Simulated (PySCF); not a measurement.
fluoromethane (CH3F), SMILES FC.

Geometry optimised at r2SCAN-D4/def2-TZVP.

Two levels are set side by side: PBE/def2-TZVPD (PySCF) and B3LYP/def2-TZVPD (PySCF). Same geometry, gas phase. Differences are taken from unrounded values.

| quantity | B3LYP | PBE | PBE minus B3LYP |
|---|---|---|---|
| orbital gap (eV) | 9.85 | 7.97 | -1.88 |
| highest occupied level (eV) | -9.66 | -8.06 | 1.60 |
| lowest empty level (eV) | 0.19 | -0.09 | -0.28 |
| dipole moment (D) | 1.85 | 1.72 | -0.12 |
| mean polarisability (bohr³) | 17.3 | 17.9 | 0.6 |

PBE's occupied levels lie high since its potential decays too fast outside the molecule; exact exchange lowers them and widens the gap. Loosely held outer electrons make PBE densities more polarisable. Differences between two approximate levels are no errors against the true value.

Rough cost on one machine, each run with all the roots and properties that it gave: B3LYP against PBE within a factor of 2.
